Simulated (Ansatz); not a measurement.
# Worked example: the interaction energy

The pair of NH$_{3}$ (SMILES N, atoms 1–4) and SO$_{2}$ (SMILES O=S=O, atoms 5–7), both closed shells, in one local arrangement (a lower one may exist), relaxed at PBE0-D4/def2-TZVP:

```
7
angstrom
N -0.0837 0.0921 -0.9885
H -0.9958 0.0768 -1.4270
H 0.1899 1.0572 -0.8463
H 0.5886 -0.3460 -1.6053
O -1.0124 0.2277 1.8620
S -0.0351 -0.7204 1.4002
O 1.3485 -0.3875 1.6048
```

Both fragments are computed in the basis of the whole pair.

Ansatz 0.2.0; basis: def2-TZVPPD and def2-QZVPPD; cores frozen in the correlated methods.

Energies in eV:

| quantity | pair | first fragment | second fragment |
| --- | --- | --- | --- |
| Hartree–Fock, triple zeta (X = 3) | -16422.94890 | -1529.87761 | -14892.90735 |
| Hartree–Fock, quadruple zeta (X = 4) | -16423.53667 | -1529.94628 | -14893.42189 |
| MP2 correlation, X = 3 | -24.44068 | -6.44305 | -17.98637 |
| MP2 correlation, X = 4 | -26.24167 | -6.85490 | -19.34712 |
| CCSD(T) correlation, X = 3 | -25.72531 | -6.98979 | -18.72788 |

Problem. Work out the interaction energy at the basis limit: extrapolate Hartree–Fock as E(X) = E∞ + A exp(−7.88 √X) and the MP2 correlation as E(X) = E∞ + B X^−2.97 (the exponents that Neese and Valeev fitted for def2-TZVPP and QZVPP, reused here for the diffuse sets), then add CCSD(T) − MP2 in triple zeta.

Solution. Each step is linear, so take the differences first (pair − first fragment − second fragment): Hartree–Fock -0.16394 (X = 3) and -0.16850 (X = 4); MP2 correlation -0.01126 and -0.03965; CCSD(T) correlation -0.00764.
Two points give E∞ = E(4) + w [E(4) − E(3)], with w = 1/(exp(7.88 (2 − √3)) − 1) = 0.1377 for Hartree–Fock and w = 1/((4/3)^2.97 − 1) = 0.7407 for the correlation.
Hartree–Fock: -0.16850 + 0.1377 × (-0.00456) = -0.1691 eV.
MP2 correlation: -0.03965 + 0.7407 × (-0.02839) = -0.0607 eV.
CCSD(T) − MP2: -0.00764 − (-0.01126) = 0.0036 eV.
Sum: -0.1691 + (-0.0607) + 0.0036 = -0.2262 eV, or -5.22 kcal/mol. Plain CCSD(T) in triple zeta gives -0.1716 eV, so the larger basis shifts the result by -0.0546 eV.

The T1 diagnostic stays at or below 0.022. The restricted Hartree–Fock reference is unstable towards an unrestricted one at one or more of these structures.

For scale, one of the runs: CCSD(T)/def2-TZVPPD, 219 basis functions, launched by `ansatz run in.yaml --threads 4 --pin off --events-out ev --progress --plain --max-ram 9574MiB`. The run took 83 s on 4 CPU threads of an Arm Neoverse V1 (shared host), with 3.4 GiB of host memory at its peak.
